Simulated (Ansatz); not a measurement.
Basis-set extrapolation for C$_{8}$H$_{18}$ (`CC[C@H](C)[C@@H](C)CC`) (PBE0-D4/def2-TZVP geometry, frozen core, Ansatz 0.2.0). Multiplicity 1, RHF reference.

|  | def2-TZVPP | def2-QZVPP |
| --- | --- | --- |
| HF | -313.539988 | -313.554826 |
| MP2 correlation | -1.425397 | -1.512282 |
| CCSD(T) correlation | -1.574915 | not run |

Energies in hartree. Use E(X) = E(∞) + A·exp(−7.88·√X) for Hartree–Fock and E(X) = E(∞) + B·X^(−2.97) for correlation, with X = 3 and 4, and add CCSD(T) minus MP2 of the smaller set to the MP2 limit.

Task: What is the CCSD(T) energy at the basis-set limit?

Result: HF limit: -313.554826 + (-0.014838) × 0.13774 = -313.55687. MP2 limit: -1.512282 + (-0.086885) × 0.74074 = -1.57664. Higher-order term: -1.574915 − (-1.425397) = -0.14952. Total: -315.28303 hartree, 4.57 eV below CCSD(T)/def2-TZVPP.
